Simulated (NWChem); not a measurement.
System: ethane (C2H6); SMILES CC

Computed with NWChem. Coordinates come from a PBE0/def2-SVP optimisation. Level: PBE0/def2-SVP with SMD (1 M gas to 1 M solution), gas-phase geometry.

**Question.** Estimate the computed values for solvent n-hexane. Quantities: solvation free energy (kcal/mol); cavity-dispersion-structure term (kcal/mol).

**Answer.** The solvation free energy (kcal/mol) is -1.4 and the cavity-dispersion-structure term (kcal/mol) is -1.2.
